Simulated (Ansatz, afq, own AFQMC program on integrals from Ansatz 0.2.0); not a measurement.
Two steps: Ansatz 0.2.0 writes the Fock matrix and Cholesky factors of the valence space, and afq projects on them the lowest state that overlaps trial and start.

```yaml
crystal:
  periodic: [false, false, false]
  atoms:
    - {symbol: Al, position_ang: [0.000000, 0.000000, 0.352569]}
    - {symbol: Al, position_ang: [0.000000, 0.000000, -2.324369]}
    - {symbol: H, position_ang: [0.000000, 0.000000, 1.971799]}
basis:
  gaussian: {orbitals: 6-31G}
total_charge: 1
magnetization: {spin_polarized: true, initial_magnetization: 2}
correlation: {method: ccsd_t, electrons: outside_noble_gas, hamiltonian_folder: ham}
```

```sh
$ ansatz run in.yaml --threads 1 --pin off --events-out ev --progress --plain --max-ram 1382MiB
```

Options of the walk:

```
--method phaseless --trial mp1 --walkers 80 --populations 1 --least-time 40 --time-step 0.005 --steps-per-block 50 --equilibration-blocks 24 --max-blocks 240 --target-error 0.00058 --factor-cut 1e-06 --start determinant --seed 6663 --taylor-order 6
```

Times are imaginary, in 1/Eh. The walk had a cap of 213 s.

```
orbitals 18  electrons 4 2  factors 118 of 308
reference energy -484.05811081 Eh
CCSD correlation -0.06443357 Eh in 13 cycles, weight of the determinant in the CISD state 0.8741
energy of the start -484.097788 Eh
 block  time / (1/Eh)  mean weight  energy / Eh
     1     0.250  0.9999  -484.101927
     2     0.500  1.0001  -484.104740
     3     0.750  0.9998  -484.107852
     4     1.000  1.0005  -484.111102
     5     1.250  1.0005  -484.111294
    10     2.500  1.0000  -484.116311
    29     7.250  1.0002  -484.122755
    41    10.250  0.9997  -484.118720
    49    12.250  1.0003  -484.123909
    69    17.250  0.9997  -484.128339
    77    19.250  0.9995  -484.130215
    89    22.250  1.0001  -484.124062
   109    27.250  1.0002  -484.124807
   129    32.250  1.0001  -484.123829
   149    37.250  0.9991  -484.127657
   169    42.250  1.0012  -484.120920
   181    45.250  1.0007  -484.128294
blocks merged  error / Eh  count
     1  0.000224  160
     2  0.000298  80
     4  0.000389  40
     8  0.000486  20
    16  0.000590  10
energy -484.124714 +/- 0.000486 Eh
(rows thinned)
```

Q: Estimate how long the walk took on 1 thread of Arm Neoverse V1, with other jobs on the host.

A: 36 s of wall time.

The run passed its tests (sampling time, drift between the halves within three errors, error under three times the target), which doesn't prove that it has relaxed.

Against this walk (error 13.2 meV) on the same determinant: CCSD(T) 10.2 meV higher (within the noise), CCSDT(Q) 24.2 meV lower (within the noise), CCSDTQ 25.2 meV lower (within the noise), full CI (a separate run on its own orbitals, whose frozen core shifts it by up to a few meV) 24.9 meV lower (within the noise). The error is statistical and leaves out the bias of the constraint.

Cautions: constraint bias not in the error; another spin lies lower (by 1.31 eV); strong correlation (T1 0.055, weight of the determinant 0.87, largest double 0.13); full CI with its own frozen core; the bias of populations of 80 walkers isn't removed.

CCSDT and higher add their correlation energy to the determinant of the CCSD(T) run, since their own runs factorise the integrals more tightly (a shift of under 2 meV). A walk keeps the symmetry of its determinant, which the program's search chose and which needn't be the lowest solution, so a lower state of the same spin and another symmetry isn't excluded.
